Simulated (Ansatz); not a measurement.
Geometry optimisation, Ansatz 0.2.0, RKS PBE-D4/def2-SVP.

The input (input.yaml):

```yaml
crystal:
  periodic: [false, false, false]
  atoms:
    - { symbol: C, position_ang: [-0.76542, 1.44687, 0.00212] }
    - { symbol: O, position_ang: [-0.57275, 0.23533, -0.27005] }
    - { symbol: C, position_ang: [-1.36923, -0.54354, -1.00019] }
    - { symbol: C, position_ang: [-1.07701, -1.83225, -1.23679] }
    - { symbol: S, position_ang: [-0.82103, -3.3, -1.55352] }
    - { symbol: H, position_ang: [-0.08053, 2.03798, 0.60435] }
    - { symbol: H, position_ang: [-1.66692, 1.89283, -0.39748] }
    - { symbol: H, position_ang: [-2.28549, -0.12708, -1.41844] }
total_charge: 1
basis:
  gaussian: { orbitals: def2-SVP }
hamiltonian:
  xc: pbe
  dispersion: d4
relax:
  f_tol: 0.015
  max_steps: 40
```

Command:

```bash
$ ansatz run input.yaml --threads 1 --pin off --max-ram 2048MiB --backend cpu --events-out ev --progress --plain --runs-dir out
```

Where does it end, and by what steps?

It converged. Limits of this set-up: the dipole of an ion depends on the origin. After 7 steps the energy has fallen by 0.133 eV; H6 moved furthest, 0.15 Å.

```tsv
step	energy less start (eV)	largest force component (eV/Å)	accepted
0	0.0000	1.438	yes
1	-0.0971	0.737	yes
2	-0.1305	0.149	yes
3	-0.1320	0.086	yes
4	-0.1325	0.118	yes
5	-0.1329	0.051	yes
6	-0.1331	0.017	yes
7	-0.1331	0.007	yes
```

```xyz
8
Properties=species:S:1:pos:R:3
C -0.784 1.465 -0.003
O -0.609 0.233 -0.293
C -1.435 -0.549 -1.041
C -1.071 -1.841 -1.236
S -0.710 -3.313 -1.491
H 0.006 1.916 0.618
H -1.676 2.012 -0.365
H -2.360 -0.114 -1.459
```

Whether the end is a true minimum wasn't checked by a vibrational analysis.

Time of the run: 20 s on 1 thread of Arm Neoverse V2, on a shared host, peak memory 0.12 GiB.
